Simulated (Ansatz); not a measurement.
**CH₄B₂ (SMILES B=CB): one structure at several levels**

How do the functionals fare away from a minimum? The structure is a structure displaced at random from a GFN2-xTB minimum.

The runs use Ansatz 0.2.0, Gaussian basis; single points in def2-TZVPP.

Cores are frozen in the correlated methods.

## (1) The starting structure

SMILES `B=CB`, 7 atoms, charge 0, spin multiplicity 1.

Atoms are counted from 1 here; the program's logs count them from 0.

Bond lengths: B1–C2 1.391 Å, B1–H4 1.158 Å, C2–B3 1.525 Å, C2–H5 1.076 Å, B3–H6 1.201 Å, B3–H7 1.173 Å. Angles: C2–B1–H4 170.6°, B1–C2–B3 111.1°, B1–C2–H5 132.9°, B3–C2–H5 115.9°, C2–B3–H6 120.7°, C2–B3–H7 118.5°, H6–B3–H7 120.3°.

As a file:

```
atom    x (Å)    y (Å)    z (Å)
  B1  -1.3210  -0.0592  -0.4762
  C2   0.0525  -0.1384  -0.6830
  B3   0.8161   0.0633   0.6210
  H4  -2.4203   0.1251  -0.1636
  H5   0.6540  -0.2814  -1.5633
  H6   0.2296   0.2257   1.6564
  H7   1.9804  -0.0829   0.6163
```

## (2) CCSD(T)/def2-TZVPP

Contents of run/in.yaml:

```yaml
crystal:
  periodic: [false, false, false]
  atoms:
    - {symbol: B, position_ang: [-1.321000, -0.059200, -0.476200]}
    - {symbol: C, position_ang: [0.052500, -0.138400, -0.683000]}
    - {symbol: B, position_ang: [0.816100, 0.063300, 0.621000]}
    - {symbol: H, position_ang: [-2.420300, 0.125100, -0.163600]}
    - {symbol: H, position_ang: [0.654000, -0.281400, -1.563300]}
    - {symbol: H, position_ang: [0.229600, 0.225700, 1.656400]}
    - {symbol: H, position_ang: [1.980400, -0.082900, 0.616300]}
basis:
  gaussian: {orbitals: def2-TZVPP}
correlation: {method: ccsd_t}
output: {forces: true}
```

No record of the launch command was kept for these runs.

## (3) PBE0-D4/def2-TZVPP

Edit run/in.yaml of step 2 so:

```diff
@@ -12,3 +12,3 @@
   gaussian: {orbitals: def2-TZVPP}
-correlation: {method: ccsd_t}
-output: {forces: true}
+hamiltonian: {xc: pbe0, dispersion: d4}
+output: {forces: true, orbitals: {seedname: orbitals}}
```

## (4) wB97M-V/def2-TZVPP

Edit run/in.yaml of step 3 so:

```diff
@@ -12,3 +12,3 @@
   gaussian: {orbitals: def2-TZVPP}
-hamiltonian: {xc: pbe0, dispersion: d4}
-output: {forces: true, orbitals: {seedname: orbitals}}
+hamiltonian: {xc: {name: wB97M-V}}
+output: {forces: true}
```

## (5) r2SCAN-D4/def2-TZVPP

Edit run/in.yaml of step 4 so:

```diff
@@ -12,3 +12,3 @@
   gaussian: {orbitals: def2-TZVPP}
-hamiltonian: {xc: {name: wB97M-V}}
+hamiltonian: {xc: r2scan, dispersion: d4}
 output: {forces: true}
```

## (6) PBE-D4/def2-TZVPP

Edit run/in.yaml of step 5 so:

```diff
@@ -12,3 +12,3 @@
   gaussian: {orbitals: def2-TZVPP}
-hamiltonian: {xc: r2scan, dispersion: d4}
+hamiltonian: {xc: pbe, dispersion: d4}
 output: {forces: true}
```

## (7) CAM-B3LYP-D4/def2-TZVPP

Edit run/in.yaml of step 6 so:

```diff
@@ -12,3 +12,3 @@
   gaussian: {orbitals: def2-TZVPP}
-hamiltonian: {xc: pbe, dispersion: d4}
+hamiltonian: {xc: {name: CAM-B3LYP}, dispersion: d4}
 output: {forces: true}
```

## (8) BLYP-D4/def2-TZVPP

Edit run/in.yaml of step 7 so:

```diff
@@ -12,3 +12,3 @@
   gaussian: {orbitals: def2-TZVPP}
-hamiltonian: {xc: {name: CAM-B3LYP}, dispersion: d4}
+hamiltonian: {xc: {name: BLYP}, dispersion: d4}
 output: {forces: true}
```

(Steps that only read results are left out.)

What does the calculation give? Wanted: energy less free atoms, CCSD(T)/def2-TZVPP; RMS force component; RMS force error; HOMO and LUMO, PBE0-D4; T1 diagnostic.

As calculated:

| quantity | value |
| --- | --- |
| energy less free atoms, CCSD(T)/def2-TZVPP | -600.4 kcal/mol |
| RMS force component | 0.384 to 0.486 eV/Å over the methods |
| RMS force error | PBE0-D4 0.170, wB97M-V 0.172, r2SCAN-D4 0.140, PBE-D4 0.149, CAM-B3LYP-D4 0.239, BLYP-D4 0.094 eV/Å |
| HOMO and LUMO, PBE0-D4 | -7.64 and -1.57 eV |
| T1 diagnostic | 0.016 |

What this shows: Against CCSD(T) the functionals' energies less atoms differ by -30.7 to -20.6 kcal/mol, PBE-D4 by -30.7 kcal/mol. CCSD(T) in triple zeta still lacks some correlation energy of the bonds, so part of these gaps is its own basis error and they don't rank the functionals. For forces BLYP-D4 does best and CAM-B3LYP-D4 worst. Frozen-core CCSD(T) forces in triple zeta carry basis errors of their own, and this is one geometry, so small gaps rank nothing.
